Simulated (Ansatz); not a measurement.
This script drives Ansatz 0.2.0 through its Python package.

Script `c2hli.py`:
```python
"""Harmonic frequencies of C2HLi at its relaxed geometry."""

import logging
import sys

import ansatz as az
from ase import Atoms
from ase.thermochemistry import IdealGasThermo
import numpy as np

logging.basicConfig(stream=sys.stdout, format="%(levelname)s %(message)s")
logger = logging.getLogger("run")
logger.setLevel(logging.INFO)

geometry_ang = [
    ("Li", [-2.2234, 0.4502, -0.4728]),
    ("C", [-0.3621, 0.0686, -0.0789]),
    ("C", [0.7612, -0.1821, 0.153]),
    ("H", [1.8799, -0.397, 0.3783]),
]
molecule = az.Crystal.molecule()
for symbol, xyz in geometry_ang:
    molecule = molecule.atom(symbol, xyz)

job = (
    molecule.calculation()
    .basis(gaussian="cc-pVDZ")
    .functional("PBE0", dispersion="d4")
)
symbols = [site.symbol for site in molecule.cartesian_sites]
start = np.array([site.position_ang for site in molecule.cartesian_sites], dtype=float)
def progress(event):
    if event["event"] == "relax_step":
        row = event["data"]
        logger.info(f"step {row['step']:3d}  E = {row['lagrangian_ev']:.6f} eV  largest force component {row['allowed_force_max_ev_ang']:.4f} eV/A")


data = job.relax(force_tolerance=0.003).session().plan().execute(on_event=progress).report
end = np.array(data["positions_ang"])

logger.info("final positions (A) and the move of each atom")
for symbol, xyz, old in zip(symbols, end, start):
    logger.info(f"{symbol:2s} {xyz[0]:10.5f} {xyz[1]:10.5f} {xyz[2]:10.5f}   {np.linalg.norm(xyz - old):7.4f}")

# same settings at the minimum
minimum = az.Crystal.molecule()
for symbol, place in zip(symbols, end):
    minimum = minimum.atom(symbol, place.tolist())
vibrating = (
    minimum.calculation()
    .basis(gaussian="cc-pVDZ")
    .functional("PBE0", dispersion="d4")
    .phonons(temperatures=(298.15, 498.15, 100))
)
vib = vibrating.run().report["vibrations"]
sums = vib["harmonic_sums"]
modes = [m["omega_inv_cm"] for m in sums["modes_at_gamma"] if m["rigid_motion"] == "no"]
print("frequencies (1/cm):", " ".join(f"{w:.0f}" for w in modes))
print("imaginary modes:", sum(w < 0 for w in modes), " zero-point energy:", round(sums["zero_point_energy_ev"], 4), "eV")
# rigid rotor and ideal gas, symmetry number taken as one
gas = IdealGasThermo(vib_energies=[w / 8065.544 for w in modes if w > 0], geometry="linear" if len(modes) == 3 * len(symbols) - 5 else "nonlinear",
                     atoms=Atoms(symbols, positions=end), symmetrynumber=1, spin=0.0)
logger.info(f"H(298 K) - E = {gas.get_enthalpy(298.15, verbose=False):.4f} eV")
logger.info(f"S(298 K, 1 bar) = {96485.33 * gas.get_entropy(298.15, 1e5, verbose=False):.1f} J/(mol K) with symmetry number 1")
```

It is started by `python c2hli.py`. How long does it take on 1 thread of Arm Neoverse V1, with other jobs on the host, and how much memory does it need?

It took about 22 s, with a peak of 0.22 GiB, for 2 runs of the engine.

```console
$ python c2hli.py
INFO step   1  E = -2289.246416 eV  largest force component 9.2884 eV/A
INFO step   2  E = -2289.567921 eV  largest force component 0.4558 eV/A
INFO step   3  E = -2289.571547 eV  largest force component 0.0799 eV/A
INFO step   4  E = -2289.571670 eV  largest force component 0.0465 eV/A
INFO step   5  E = -2289.571912 eV  largest force component 0.0012 eV/A
INFO final positions (A) and the move of each atom
INFO Li   -2.21371    0.44821   -0.46806    0.0110
INFO C    -0.37663    0.06648   -0.08578    0.0162
INFO C     0.80695   -0.18011    0.15987    0.0463
INFO H     1.83898   -0.39488    0.37357    0.0412
frequencies (1/cm): 154 154 654 692 692 2044 3461
imaginary modes: 0  zero-point energy: 0.4868 eV
INFO H(298 K) - E = 0.6212 eV
INFO S(298 K, 1 bar) = 239.6 J/(mol K) with symmetry number 1
```

Caveats:
- Total energies depend on the basis set; only differences at equal settings carry meaning.
- The frequencies are harmonic and unscaled, in a modest basis.
- The entropy takes a symmetry number of 1; a symmetric molecule's is lower by R ln(sigma).
